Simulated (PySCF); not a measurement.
Ionisation of pyridazine

System: pyridazine, `c1ccnnc1` (C4H4N2). Atom numbers as in the mapped SMILES `[cH:1]1[cH:2][cH:3][n:4][n:5][cH:6]1`. These are map numbers, not IUPAC locants.

These are calculated values, ωB97X-D3(BJ)/ma-def2-TZVP in PySCF (grid level 2) at geometries from PBE0-D3(BJ)/def2-SVP. Zero-point and thermal terms (298.15 K, 1 bar) come from unscaled PBE0-D3(BJ)/def2-SVP harmonic frequencies, with soft modes damped to free rotors in the entropy.

Frontier levels of the parent: HOMO -9.41 eV, LUMO 0.52 eV.

Oxidation to the radical cation:
- Vertical ionisation energy (electronic): 9.17 eV
- Adiabatic ionisation energy (with zero-point energy): 8.63 eV
- Adiabatic, electronic part: 8.62 eV
- Vertical gap at the product's structure: 8.02 eV
- Inner reorganisation energy (four-point): 1151 meV
- Relaxation of product / of parent: 551 / 600 meV
- ⟨S²⟩ of the product: 0.756
- Largest spin populations: N5 0.46, N4 0.46
- Largest changes of atomic charge: N5 0.26, N4 0.26
- Distances that move most (Å): N4–N5 1.316 → 1.212; C1–C2 1.383 → 1.392; C2–C3 1.397 → 1.402; C1–C6 1.397 → 1.402

Measured values (NIST Chemistry WebBook, evaluated or the median of agreeing entries): vertical ionisation energy 9.31 eV (computed 9.17, difference -0.14); adiabatic ionisation energy 8.74 eV (computed 8.63, difference -0.11).
